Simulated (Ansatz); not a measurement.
C4H8 can be A, `CC1CC1`, or B, `C/C=C\C`.

Calculated with Ansatz (gas phase, PBE0-D4/def2-TZVP geometries, no zero-point term in ΔE). CCSD(T)/CBS is the MP2 limit (def2-TZVPP, def2-QZVPP) plus CCSD(T) − MP2 in def2-TZVPP, frozen cores. Functionals use def2-TZVPP. B3LYP here is the variant with VWN-RPA as its local correlation; programs differ in this.

A:

Z-matrix (Å, degrees):
```
C
C 1 1.501
H 1 1.094 2 111.4
H 1 1.094 2 111.4 3 120.6
H 1 1.094 2 110.7 3 -119.7
C 2 1.497 1 120.0 3 155.1
C 2 1.497 1 120.1 3 84.3
H 2 1.086 1 114.8 3 -60.3
H 6 1.084 2 117.4 1 -1.8
H 6 1.083 2 118.7 1 142.6
H 7 1.083 2 118.7 1 -142.6
H 7 1.084 2 117.4 1 1.8
```

B:

```xyz
12

C    -0.767   -1.313   -0.573
C     0.596   -0.785   -0.280
C     0.915    0.407    0.217
C    -0.012    1.508    0.605
H    -0.862   -1.578   -1.631
H    -0.958   -2.230   -0.005
H    -1.558   -0.602   -0.335
H     1.415   -1.465   -0.505
H     1.972    0.617    0.364
H     0.208    2.418    0.037
H    -1.060    1.258    0.443
H     0.112    1.764    1.662
```

Problem. Which is lower in electronic energy at CCSD(T)/CBS, and by how much? (An estimate is asked.)

Solution. Ansatz gave: B, by 29.8 kJ/mol.

Problem. Give E(B) − E(A) in kJ/mol with B3LYP, PBE-D4, CCSD(T)/def2-SVP, CCSD/def2-TZVPP, HF/def2-TZVPP, PBE0-D4, r2SCAN-D4. (Estimate.)

Solution. The calculation gave: B3LYP -38.0, PBE-D4 -24.1, CCSD(T)/def2-SVP -23.3, CCSD/def2-TZVPP -26.9, HF/def2-TZVPP -37.5, PBE0-D4 -16.9, r2SCAN-D4 -23.4. None reverses the order clearly.

Problem. Does the order hold for the free energy at 298.15 K (harmonic terms from PBE0-D4)? (Best estimate.)

Solution. Computed: Yes: G(B) − G(A) = -35.7 kJ/mol.

Largest T1 diagnostic: 0.010.

From BLYP to BHLYP (50 % exact exchange), in def2-TZVPP and without D4, E(B) − E(A) moves by +13.9 kJ/mol. In def2-TZVPP, CCSD(T) changes the Hartree–Fock value by +9.3 kJ/mol (the triples alone add −1.2 kJ/mol) and MP2 by +19.7 kJ/mol.
